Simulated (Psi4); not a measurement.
**UBHLYP/def2-TZVP run of C2H3B− (SMILES [BH2-]C#C)**

What is the vertical doublet–quartet gap of C2H3B− at UBHLYP/def2-TZVP? 

The calculation is run with Psi4 1.11.

2 further runs of the same task are left out: 2 set aside as unsound or not needed.

## Step 1: The structure to begin with

The species is C2H3B− (6 atoms), meant as a doublet with charge -1. SMILES: `[BH2-]C#C`. Geometry: relaxed at GFN2-xTB.

Bond lengths: B1–C2 1.464 Å, C2–C3 1.247 Å, B1–H4 1.219 Å, B1–H5 1.219 Å, C3–H6 1.080 Å. Angles: B1–C2–C3 169.0°, C2–B1–H4 121.8°, C2–B1–H5 121.8°, C2–C3–H6 143.4°, H4–B1–H5 116.4°.

## Step 2: Energy and gradient at UBHLYP/def2-TZVP

The input, c2h3b.py:

```python
import psi4

psi4.set_memory('1600 MB')
psi4.set_num_threads(1)
psi4.core.set_output_file('run.log', False)

geom = psi4.geometry("""
-1 2
B     -1.49654971     0.92759097    -1.06365125
C      0.52706351    -0.32301089     0.34948595
C      2.48995983    -1.33397657     1.17525847
H     -3.07280806    -0.27058988    -2.24178210
H     -1.75691617     3.21601151    -1.04292095
H      3.30925059    -2.21604403     2.82362878
units bohr
symmetry c1
""")

psi4.set_options({
    'reference': 'uks',
    'puream': True,
    'e_convergence': 1e-09,
    'd_convergence': 1e-08,
    'scf_type': 'pk',
    'dft_radial_points': 99,
    'dft_spherical_points': 590,
    'maxiter': 200,
})

result, w = psi4.gradient("bhhlyp/def2-TZVP", return_wfn=True)
psi4.oeprop(w, "MULLIKEN_CHARGES", "MAYER_INDICES", "DIPOLE")
print('gradient / Eh bohr^-1')
print(result.np.round(6))
print(f'energy = {w.energy():.10f} Eh')
for k, v in sorted(psi4.core.scalar_variables().items()):
    print(f'{k:45s} {v:18.10f}')
```

The run is started by

```bash
python c2h3b.py
```

run.log:

```text
gradient() will perform analytic gradient computation.

   => Loading Basis Set <=

    Name: DEF2-TZVP
    Role: ORBITAL
    Keyword: BASIS

         ---------------------------------------------------------
                                   SCF
                              UKS Reference
                        1 Threads,   1525 MiB Core
         ---------------------------------------------------------

  ==> Geometry <==

    Molecular point group: c1
    Full point group: C1

    Geometry (in Bohr), charge = -1, multiplicity = 2:

       Center              X                  Y                   Z               Mass
    ------------   -----------------  -----------------  -----------------  -----------------
         B           -1.974977416901     1.162562806704    -1.224622637515    11.009305360000
         C            0.048635803099    -0.088039053296     0.188514562485    12.000000000000
         C            2.011532123099    -1.099004733296     1.014287082485    12.000000000000
         H           -3.551235766901    -0.035618043296    -2.402753487515     1.007825032230
         H           -2.235343876901     3.450983346704    -1.203892337515     1.007825032230
         H            2.830822883099    -1.981072193296     2.662657392485     1.007825032230

  Running in c1 symmetry.

  Rotational constants: A =      6.69179  B =      0.30288  C =      0.29336 [cm^-1]
  Rotational constants: A = 200614.79326  B =   9080.13824  C =   8794.73090 [MHz]
  Nuclear repulsion =   46.447729660170218

  Charge       = -1
  Multiplicity = 2
  Electrons    = 21
  Nalpha       = 11
  Nbeta        = 10

  ==> Algorithm <==

  SCF Algorithm Type is PK.
  DIIS enabled.
  MOM disabled.
  Fractional occupation disabled.
  Guess Type is SAD.
  Energy threshold   = 1.00e-09
  Density threshold  = 1.00e-08
  Integral threshold = 1.00e-12

  ==> Primary Basis <==

  Basis Set: DEF2-TZVP
    Blend: DEF2-TZVP
    Number of shells: 45
    Number of basis functions: 111
    Number of Cartesian functions: 126
    Spherical Harmonics?: true
    Max angular momentum: 3

  ==> DFT Potential <==

   => LibXC <=

    Version 7.1.2

   => Composite Functional: BHANDHLYP <=

    BHandHLYP Hyb-GGA Exchange-Correlation Functional

    Defined through Gaussian implementation.

    Deriv               =              1
    GGA                 =           TRUE
    Meta                =          FALSE

    Exchange Hybrid     =           TRUE
    MP2 Hybrid          =          FALSE

   => Exchange Functionals <=

    0.5000         Becke 88

   => Exact (HF) Exchange <=

    0.5000               HF

   => Correlation Functionals <=

    1.0000   Lee, Yang & Parr

   => LibXC Density Thresholds  <==

    XC_HYB_GGA_XC_BHANDHLYP:  1.00E-15

   => Molecular Quadrature <=

    Radial Scheme          =       TREUTLER
    Pruning Scheme         =           NONE
    Nuclear Scheme         =       TREUTLER

    Blocking Scheme        =         OCTREE
    BS radius alpha        =              1
    Pruning alpha          =              1
    Radial Points          =             99
    Spherical Points       =            590
    Total Points           =         337165
    Total Blocks           =           2455
    Max Points             =            256
    Max Functions          =            110
    Weights Tolerance      =       1.00E-15

  ==> Integral Setup <==

  Using in-core PK algorithm.
   Calculation information:
      Number of atoms:                   6
      Number of AO shells:              45
      Number of primitives:             78
      Number of atomic orbitals:       126
      Number of basis functions:       111

      Integral cutoff                 1.00e-12
      Number of threads:                 1

  Performing in-core PK
  Using 38644872 doubles for integral storage.
  We computed 508002 shell quartets total.
  Whereas there are 536130 unique shell quartets.

  ==> DiskJK: Disk-Based J/K Matrices <==

    J tasked:                  Yes
    K tasked:                  Yes
    wK tasked:                  No
    Memory [MiB]:             1029
    Schwarz Cutoff:          1E-12

  Cached 11.1% of DFT collocation blocks in 0.102 [GiB].

  Minimum eigenvalue in the overlap matrix is 7.2487362802E-05.
  Reciprocal condition number of the overlap matrix is 1.0828683303E-05.
    Using symmetric orthogonalization.

  ==> Pre-Iterations <==

  SCF Guess: Superposition of Atomic Densities via on-the-fly atomic UHF (no occupation information).

   -------------------------
    Irrep   Nso     Nmo
   -------------------------
     A        111     111
   -------------------------
    Total     111     111
   -------------------------

  ==> Iterations <==

                        Total Energy        Delta E     RMS |[F,P]|

   @UKS iter SAD:  -101.72851827063430   -1.01729e+02   0.00000e+00
   @UKS iter   1:  -102.46131149476975   -7.32793e-01   6.16523e-03 DIIS/ADIIS
   @UKS iter   2:  -102.44915309129374    1.21584e-02   6.26310e-03 DIIS/ADIIS
   @UKS iter   3:  -102.75257761048886   -3.03425e-01   1.06824e-03 DIIS/ADIIS
   @UKS iter   4:  -102.75825965745619   -5.68205e-03   5.43058e-04 DIIS/ADIIS
   @UKS iter   5:  -102.76015902977264   -1.89937e-03   1.34341e-04 DIIS/ADIIS
   @UKS iter   6:  -102.76034074019861   -1.81710e-04   4.32984e-05 DIIS
   @UKS iter   7:  -102.76041202662972   -7.12864e-05   2.31254e-05 DIIS
   @UKS iter   8:  -102.76043962009138   -2.75935e-05   1.06435e-05 DIIS
   @UKS iter   9:  -102.76044648235452   -6.86226e-06   5.34568e-06 DIIS
   @UKS iter  10:  -102.76044842692959   -1.94458e-06   2.09425e-06 DIIS
   @UKS iter  11:  -102.76044871257010   -2.85641e-07   6.70838e-07 DIIS
   @UKS iter  12:  -102.76044873374397   -2.11739e-08   2.16790e-07 DIIS
   @UKS iter  13:  -102.76044873608741   -2.34344e-09   7.56234e-08 DIIS
   @UKS iter  14:  -102.76044873641304   -3.25628e-10   3.55942e-08 DIIS
   @UKS iter  15:  -102.76044873646963   -5.65876e-11   1.85027e-08 DIIS
   @UKS iter  16:  -102.76044873648125   -1.16245e-11   7.70977e-09 DIIS
  Energy and wave function converged.

  ==> Post-Iterations <==

   Electrons on quadrature grid:
      Nalpha   =   10.9999999590 ; deviation = -4.099e-08
      Nbeta    =   10.0000000165 ; deviation = 1.649e-08
      Ntotal   =   20.9999999755 ; deviation = -2.450e-08

   @Spin Contamination Metric:   3.020941237E-02
   @S^2 Expected:                7.500000000E-01
   @S^2 Observed:                7.802094124E-01
   @S   Expected:                5.000000000E-01
   @S   Observed:                5.000000000E-01

    Orbital Energies [Eh]
    ---------------------

    Alpha Occupied:

       1A    -10.361817     2A    -10.357205     3A     -6.827078
       4A     -0.639668     5A     -0.442992     6A     -0.354209
       7A     -0.234479     8A     -0.197517     9A     -0.155405
      10A     -0.100584    11A      0.013803

    Alpha Virtual:

      12A      0.245540    13A      0.251862    14A      0.269737
      15A      0.271895    16A      0.290117    17A      0.293412
      18A      0.367765    19A      0.376217    20A      0.418192
      21A      0.425731    22A      0.446663    23A      0.540457
      24A      0.545266    25A      0.565776    26A      0.578507
      27A      0.603102    28A      0.624382    29A      0.637726
[... 25 lines of this table left out ...]
     105A      5.080728   106A      5.121586   107A      5.173962
     108A      5.388739   109A     15.223240   110A     22.822840
     111A     23.528434

    Beta Occupied:

       1A    -10.360556     2A    -10.352707     3A     -6.821472
       4A     -0.632124     5A     -0.422362     6A     -0.342134
       7A     -0.230504     8A     -0.196057     9A     -0.115171
      10A     -0.096258

    Beta Virtual:

      11A      0.181714    12A      0.247609    13A      0.263945
      14A      0.270672    15A      0.271154    16A      0.294490
      17A      0.295732    18A      0.375448    19A      0.407501
      20A      0.425616    21A      0.426648    22A      0.474837
      23A      0.545578    24A      0.546573    25A      0.568734
      26A      0.583416    27A      0.605725    28A      0.630534
[... 26 lines of this table left out ...]
     107A      5.181407   108A      5.390557   109A     15.227914
     110A     22.829679   111A     23.527297

    Final Occupation by Irrep:
              A
    DOCC [    10 ]
    SOCC [     1 ]
    NA   [    11 ]
    NB   [    10 ]

  @UKS Final Energy:  -102.76044873648125

   => Energetics <=

    Nuclear Repulsion Energy =             46.4477296601702179
    One-Electron Energy =                -233.1580245453071143
    Two-Electron Energy =                  92.3242385544266710
    DFT Exchange-Correlation Energy =      -8.3743924057710224
    Empirical Dispersion Energy =           0.0000000000000000
    VV10 Nonlocal Energy =                  0.0000000000000000
    Total Energy =                       -102.7604487364812513

  UHF NO Occupations:
  HONO-2 :    9  A 1.9984489
  HONO-1 :   10  A 1.9874773
  HONO-0 :   11  A 1.0000000
  LUNO+0 :   12  A 0.0125227
  LUNO+1 :   13  A 0.0015511
  LUNO+2 :   14  A 0.0007060
  LUNO+3 :   15  A 0.0001748

Computation Completed

Properties will be evaluated at   0.000000,   0.000000,   0.000000 [a0]

Properties computed using the SCF density matrix

 Multipole Moments:

 ------------------------------------------------------------------------------------
     Multipole            Electronic (a.u.)      Nuclear  (a.u.)        Total (a.u.)
 ------------------------------------------------------------------------------------

 L = 1.  Multiply by 2.5417464519 to convert [e a0] to [Debye]
 Dipole X            :          1.0509625           -0.4696363            0.5813262
 Dipole Y            :         -0.5629821            0.1248444           -0.4381377
 Dipole Z            :          0.4836073            0.1497082            0.6333155
 Magnitude           :                                                    0.9648800

 ------------------------------------------------------------------------------------

	total time  =         22 seconds =       0.37 minutes

         ------------------------------------------------------------
                                   SCF GRAD
         ------------------------------------------------------------

  ==> Geometry <==

    Molecular point group: c1
    Full point group: C1

    Geometry (in Bohr), charge = -1, multiplicity = 2:

       Center              X                  Y                   Z               Mass
    ------------   -----------------  -----------------  -----------------  -----------------
         B           -1.974977416901     1.162562806704    -1.224622637515    11.009305360000
         C            0.048635803099    -0.088039053296     0.188514562485    12.000000000000
         C            2.011532123099    -1.099004733296     1.014287082485    12.000000000000
         H           -3.551235766901    -0.035618043296    -2.402753487515     1.007825032230
         H           -2.235343876901     3.450983346704    -1.203892337515     1.007825032230
         H            2.830822883099    -1.981072193296     2.662657392485     1.007825032230

  Nuclear repulsion =   46.447729660170218

  ==> Basis Set <==

  Basis Set: DEF2-TZVP
    Blend: DEF2-TZVP
    Number of shells: 45
    Number of basis functions: 111
    Number of Cartesian functions: 126
    Spherical Harmonics?: true
    Max angular momentum: 3

  ==> DirectJKGrad: Integral-Direct SCF Gradients <==

    Gradient:                    1
    J tasked:                  Yes
    K tasked:                  Yes
    wK tasked:                  No
    Integrals threads:           1
    Schwarz Cutoff:          1E-12

  ==> DFT Potential <==

   => LibXC <=

    Version 7.1.2

   => Composite Functional: BHANDHLYP <=

    BHandHLYP Hyb-GGA Exchange-Correlation Functional

    Defined through Gaussian implementation.

    Deriv               =              1
    GGA                 =           TRUE
    Meta                =          FALSE

    Exchange Hybrid     =           TRUE
    MP2 Hybrid          =          FALSE

   => Exchange Functionals <=

    0.5000         Becke 88

   => Exact (HF) Exchange <=

    0.5000               HF

   => Correlation Functionals <=

    1.0000   Lee, Yang & Parr

   => LibXC Density Thresholds  <==

    XC_HYB_GGA_XC_BHANDHLYP:  1.00E-15

   => Molecular Quadrature <=

    Radial Scheme          =       TREUTLER
    Pruning Scheme         =           NONE
    Nuclear Scheme         =       TREUTLER

    Blocking Scheme        =         OCTREE
    BS radius alpha        =              1
    Pruning alpha          =              1
    Radial Points          =             99
    Spherical Points       =            590
    Total Points           =         337165
    Total Blocks           =           2455
    Max Points             =            256
    Max Functions          =            110
    Weights Tolerance      =       1.00E-15

  -Total Gradient:
     Atom            X                  Y                   Z
    ------   -----------------  -----------------  -----------------
       1        0.015991776146    -0.007350242985     0.004867269869
       2       -0.020202793812     0.006728627191     0.000830823465
       3        0.009253382618     0.000217054653    -0.009206932905
       4       -0.005051062599    -0.002109260788    -0.003284987604
       5       -0.001964347069     0.005959971191    -0.000580797985
       6        0.001972947458    -0.003446133037     0.007374628919

	total time  =          6 seconds =       0.10 minutes

Properties will be evaluated at   0.000000,   0.000000,   0.000000 [a0]
OEProp: No title given, name of density matrix used for the following properties is 'SCF alpha density'

 Multipole Moments:

 ------------------------------------------------------------------------------------
     Multipole            Electronic (a.u.)      Nuclear  (a.u.)        Total (a.u.)
 ------------------------------------------------------------------------------------

 L = 1.  Multiply by 2.5417464519 to convert [e a0] to [Debye]
 Dipole X            :          1.0509625           -0.4696363            0.5813262
 Dipole Y            :         -0.5629821            0.1248444           -0.4381377
 Dipole Z            :          0.4836073            0.1497082            0.6333155
 Magnitude           :                                                    0.9648800

 ------------------------------------------------------------------------------------
  Mulliken Charges: (a.u.)
   Center  Symbol    Alpha    Beta     Spin     Total
       1     B     3.07249  2.33443  0.73806 -0.40692
       2     C     2.93163  3.10019 -0.16856 -0.03182
       3     C     3.45422  2.97207  0.48215 -0.42629
       4     H     0.53615  0.57250 -0.03635 -0.10865
       5     H     0.53603  0.57237 -0.03634 -0.10840
       6     H     0.46948  0.44845  0.02103  0.08207

   Total alpha = 11.00000, Total beta = 10.00000, Total charge = -1.00000

  Mayer Bond Indices:

  Total Bond Index:
  Irrep: 1 Size: 6 x 6

                 1                   2                   3                   4                   5

    1     0.00000000000000     1.43493732348938     0.12848490273559     0.96454330554659     0.96383051640820
    2     1.43493732348938     0.00000000000000     2.68979614285960    -0.01691923881682    -0.01620880302718
    3     0.12848490273559     2.68979614285960     0.00000000000000     0.01658065251101     0.01668614032409
    4     0.96454330554659    -0.01691923881682     0.01658065251101     0.00000000000000    -0.02222025154010
    5     0.96383051640820    -0.01620880302718     0.01668614032409    -0.02222025154010     0.00000000000000
    6     0.01948757613885    -0.01360854589110     0.94925589282566     0.00032886141368     0.00031416232052

                 6

    1     0.01948757613885
    2    -0.01360854589110
    3     0.94925589282566
    4     0.00032886141368
    5     0.00031416232052
    6     0.00000000000000

  Alpha Contribution:
  Irrep: 1 Size: 6 x 6

                 1                   2                   3                   4                   5

    1     0.00000000000000     0.86741059092336     0.06105514864825     0.48763812365630     0.48732156609645
    2     0.86741059092336     0.00000000000000     1.26887534179185    -0.00789886929880    -0.00756541556809
    3     0.06105514864825     1.26887534179185     0.00000000000000     0.00824100606410     0.00827743633099
    4     0.48763812365630    -0.00789886929880     0.00824100606410     0.00000000000000    -0.01077645438160
    5     0.48732156609645    -0.00756541556809     0.00827743633099    -0.01077645438160     0.00000000000000
    6     0.01678810302163    -0.03120983267077     0.47611577765402     0.00020999388461     0.00020376441180

                 6

    1     0.01678810302163
    2    -0.03120983267077
    3     0.47611577765402
    4     0.00020999388461
    5     0.00020376441180
    6     0.00000000000000

  Beta Contribution:
  Irrep: 1 Size: 6 x 6

                 1                   2                   3                   4                   5

    1     0.00000000000000     0.56752673256602     0.06742975408734     0.47690518189028     0.47650895031174
    2     0.56752673256602     0.00000000000000     1.42092080106775    -0.00902036951802    -0.00864338745910
    3     0.06742975408734     1.42092080106775     0.00000000000000     0.00833964644691     0.00840870399310
    4     0.47690518189028    -0.00902036951802     0.00833964644691     0.00000000000000    -0.01144379715850
    5     0.47650895031174    -0.00864338745910     0.00840870399310    -0.01144379715850     0.00000000000000
    6     0.00269947311721     0.01760128677967     0.47314011517164     0.00011886752906     0.00011039790872

                 6

    1     0.00269947311721
    2     0.01760128677967
    3     0.47314011517164
    4     0.00011886752906
    5     0.00011039790872
    6     0.00000000000000

  Atomic Valences:

 #  #
 Irrep: 1
      1:    3.511283624318605
      2:    4.077996878613884
      3:    3.800803731255948
      4:    0.942313329114354
      5:    0.942401764485527
      6:    0.955777946807603
```

Standard output:

```text
Memory set to   1.490 GiB by Python driver.
  Threads set to 1 by Python driver.
gradient / Eh bohr^-1
[[ 0.015992 -0.00735   0.004867]
 [-0.020203  0.006729  0.000831]
 [ 0.009253  0.000217 -0.009207]
 [-0.005051 -0.002109 -0.003285]
 [-0.001964  0.00596  -0.000581]
 [ 0.001973 -0.003446  0.007375]]
energy = -102.7604487365 Eh
CURRENT ENERGY                                   -102.7604487365
CURRENT REFERENCE ENERGY                         -102.7604487365
DD SOLVATION ENERGY                                 0.0000000000
DFT FUNCTIONAL TOTAL ENERGY                      -102.7604487365
DFT TOTAL ENERGY                                 -102.7604487365
DFT VV10 ENERGY                                     0.0000000000
DFT XC ENERGY                                      -8.3743924058
GRID ELECTRONS ALPHA                               10.9999999590
GRID ELECTRONS BETA                                10.0000000165
GRID ELECTRONS TOTAL                               20.9999999755
NUCLEAR REPULSION ENERGY                           46.4477296602
ONE-ELECTRON ENERGY                              -233.1580245453
PCM POLARIZATION ENERGY                             0.0000000000
PE ENERGY                                           0.0000000000
SCF ITERATION ENERGY                             -102.7604487365
SCF ITERATIONS                                     16.0000000000
SCF TOTAL ENERGY                                 -102.7604487365
TWO-ELECTRON ENERGY                                92.3242385544
XC GRID RADIAL POINTS                              99.0000000000
XC GRID SPHERICAL POINTS                          590.0000000000
XC GRID TOTAL POINTS                           337165.0000000000
```

Run time: 29 s. Hardware: 1 thread of Intel Xeon 6975P-C (Granite Rapids), shared host; peak memory 0.62 GiB.

(Part 1 of 2 ends here.)
